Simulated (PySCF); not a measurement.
# BrFH2O, a complex of two parts: interaction energy

The task here is to estimate one member of a computed series from the others.

Computed with PySCF 2.14.0; each step states its level. No surroundings beyond the atoms listed, unless a continuum is named. Atoms count from 0, parts from 1.

## Starting point

5 atoms, charge 0, multiplicity 1; geometry: GFN2-xTB. Parts: 1 = atoms 0–1, `FBr`, charge 0; 2 = atoms 2–4, `O`, charge 0.

The first run:

Job settings and geometry (Å):

```
{"job": {"xc": "PBE0", "basis": "def2-TZVPD", "d3": "d3bj", "grid": 3, "kind": "geom", "shake": 0.01}, "charge": 0, "multiplicity": 1, "parts": [{"atoms": "0-1", "charge": 0, "multiplicity": 1}, {"atoms": "2-4", "charge": 0, "multiplicity": 1}]}
Br    -0.056161    -0.541649     0.416102
F     -0.444974     0.591512    -0.999021
O      0.329976    -2.028454     2.284037
H     -0.307105    -1.791719     2.917947
H      0.150937    -2.900744     1.916184
```

Launch:

```sh
> OMP_NUM_THREADS=1 python cluster_run.py task.json out
```

This one command runs all jobs of the session in turn.

Among the steps run: Relaxing the molecule at PBE0-D3(BJ)/def2-TZVPD; Coupled-cluster interaction energy: CCSD(T) and MP2, 2.46 Å; Coupled-cluster interaction energy: CCSD(T) and MP2, 2.58 Å; Coupled-cluster interaction energy: CCSD(T) and MP2, 2.70 Å; Coupled-cluster interaction energy: CCSD(T) and MP2, 2.33 Å; Coupled-cluster interaction energy: CCSD(T) and MP2, 3.07 Å; Coupled-cluster interaction energy: CCSD(T) and MP2, 2.21 Å; Coupled-cluster interaction energy: CCSD(T) and MP2, 3.68 Å; Coupled-cluster interaction energy: CCSD(T) and MP2, 4.91 Å.

One table of the session follows, with a row left open; its other results are not shown here.

It belongs to the step «Coupled-cluster interaction energy: CCSD(T) and MP2, 4.91 Å». 

```
                 method  interaction energy (kcal/mol)
         HF/aug-cc-pVDZ                          -0.77
        MP2/aug-cc-pVDZ                          -0.74
       CCSD/aug-cc-pVDZ                          -0.73
    CCSD(T)/aug-cc-pVDZ                          -0.73
         HF/aug-cc-pVQZ                          -0.75
        MP2/aug-cc-pVQZ                          -0.74
    SCS-MP2/aug-cc-pVQZ                              ?
      MP2, extrapolated                          -0.74
CCSD(T), limit estimate                          -0.73
```

**Question.** Estimate the row for SCS-MP2/aug-cc-pVQZ.

**Answer.** interaction energy (kcal/mol): -0.71. In the column «interaction energy (kcal/mol)» it is the highest.
